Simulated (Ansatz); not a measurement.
Basis-set extrapolation for `CC(=N)CCl` (PBE0-D4/def2-TZVP geometry, frozen core, Ansatz). Multiplicity 1, RHF reference.

```tsv
	def2-TZVPP	def2-QZVPP
HF	-631.113458	-631.134132
MP2 correlation	-0.896974	-0.962864
CCSD(T) correlation	-0.984362	not run
```

Energies in hartree. Use E(X) = E(∞) + A·exp(−7.88·√X) for Hartree–Fock and E(X) = E(∞) + B·X^(−2.97) for correlation, with X = 3 and 4, and add CCSD(T) minus MP2 of the smaller set to the MP2 limit.

Q: What is the CCSD(T) energy at the basis-set limit?

A: HF limit: -631.134132 + (-0.020674) × 0.13774 = -631.13698. MP2 limit: -0.962864 + (-0.065890) × 0.74074 = -1.01167. Higher-order term: -0.984362 − (-0.896974) = -0.08739. Total: -632.23604 hartree, 86.7 kcal/mol below CCSD(T)/def2-TZVPP.
